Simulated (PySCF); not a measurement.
C₂H₆, charge +1, multiplicity 2. Atoms are numbered in the order given.

```xyz
8

C      0.0653     0.7174     0.0000
C     -0.0653    -0.7174     0.0000
H     -0.6173     1.2235     0.7694
H     -0.6173     1.2235    -0.7694
H      1.0688     1.1503     0.0000
H      0.6173    -1.2235     0.7694
H      0.6173    -1.2235    -0.7694
H     -1.0688    -1.1503     0.0000
```
Charge +1, spin multiplicity 2.

Geometry: PBE-D3(BJ)/def2-TZVP. The multiplicity is an assumed one; other spin states were not compared.

Calculation: PBE0/def2-TZVPD (PySCF).

The molecule is in vacuum.

Estimate the frontier levels, dipole moment and polarisability. (Estimate from the structure and the level; the computed values follow.)


```yaml
"α spin, highest occupied and lowest empty level": -16.53 and -4.80 eV
"β spin, highest occupied and lowest empty level": -17.45 and -13.06 eV
dipole_moment_about_the_centre_of_nuclear_charge: 0.000 e·Å
mean_static_polarisability: 29.3 bohr³ (4.34 Å³)
polarisability_principal_values: 22.0, 22.3, 43.5 bohr³
"⟨S²⟩": 0.754 (pure state 0.75)
```
